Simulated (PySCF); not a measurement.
Coordinates in bohr (charge 0 multiplicity 1):
```
S     0.0303   -1.0379    0.0000
S     2.3838    1.5969    0.0000
F    -2.0306   -0.4700   -2.2118
F    -2.0306   -0.4700    2.2118
```

Computed with B3LYP/[S def2-TZVP, F def2-TZVP], no relativity, density fitting, PySCF.

This geometry of S₂F₂ is a stationary point at this level.

(1) What is the point group?

(2) Is it a minimum?

(3) Which band is strongest in the infrared?

(4) What are the dipole moment and the gap between the highest occupied and lowest empty levels?

(5) Give the atomic charges and bond orders.

Results:

(1) Cs.

(2) Yes: all harmonic wavenumbers are real.

(3) 743 cm⁻¹ (a'), 233 km/mol.

(4) 1.13 D and 5.41 eV.

(5) 
| atom | Mulliken | Löwdin | polar tensor | Mayer order to S1 |
| --- | --- | --- | --- | --- |
| S1 | 0.57 | 0.36 | 1.61 | – |
| S2 | -0.14 | -0.05 | -0.37 | 2.03 |
| F3,4 | -0.22 | -0.15 | -0.62 | 0.94 |

This need not be the most stable arrangement of these atoms.
